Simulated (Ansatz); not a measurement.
Elements on the sites of an ideal fcc lattice, at a guessed lattice constant:

```
CELL_PARAMETERS angstrom
-3.74681 3.74681 -3.74681
3.74681 3.74681 3.74681
3.74681 -3.74681 -3.74681
ATOMIC_POSITIONS crystal
Cu 0.50000 0.00000 0.50000
Cu 0.75000 0.50000 0.75000
Cu 0.25000 0.25000 0.50000
Cu 0.75000 0.00000 0.25000
Cu 0.50000 0.25000 0.25000
Cu 0.00000 0.75000 0.25000
Cu 0.75000 0.25000 0.00000
Cu 0.50000 0.50000 0.00000
Os 0.25000 0.00000 0.75000
Os 0.00000 0.25000 0.75000
Os 0.50000 0.75000 0.75000
Os 0.00000 0.50000 0.50000
Os 0.75000 0.75000 0.50000
Os 0.00000 0.00000 0.00000
Os 0.25000 0.50000 0.25000
Os 0.25000 0.75000 0.00000
```

Cell and atoms were relaxed without symmetry on coarser meshes and computed once more. All numbers below come from Ansatz 0.2.0, DFT PBE, scalar-relativistic, plane waves, PAW.

Cutoff 420 eV; k points 6×6×6 on the computed 16-atom cell (Γ-centred); Gaussian smearing, width 0.10 eV; no spin polarisation.

The relaxation ran on 3×3×3 k points with a smearing of 0.1 eV, from sites shaken by 0.02 Å.

**Question.** What does the relaxation give?

**Answer.** A volume of 13.37 Å³/atom and no gap on the mesh. It lies 0.29 eV/atom above the elements' standard states (static lattices, no corrections for gases). The atoms leave their sites by 0.06 Å (root mean square) and 0.09 Å at most, and the cell stretches by up to 1.3 % at fixed volume.

```
Cu Os
1.0
    -3.72529    3.81658   -3.75188
     3.72576    3.81757    3.75240
     3.73288   -3.81710   -3.75999
Cu Os
8 8
Cartesian
  0.0220 0.0470 -3.7364
  1.8681 1.8193 -3.7586
  1.8478 0.0056 -1.9226
  1.8665 5.6743 -0.0035
  -0.0016 1.9236 -1.9099
  0.0096 5.7422 -1.8470
  1.8933 0.0035 -5.5952
  -0.0165 3.8659 -0.0218
  5.5950 1.8694 -0.0061
  3.6968 -1.8254 -1.8898
  3.7709 1.9918 -1.8775
  3.7660 0.0315 -0.0257
  1.8855 3.7584 -1.9243
  7.4241 0.0302 0.0128
  1.8658 1.8639 -0.0027
  5.5795 -0.0578 -1.8406
```

Spin-orbit coupling is left out, which matters for the bands of heavy elements.

Cost: 2 runs of about 11 core-minutes in all (earlier runs that led there not counted), on Intel Xeon Platinum 8488C (Sapphire Rapids) (shared hosts).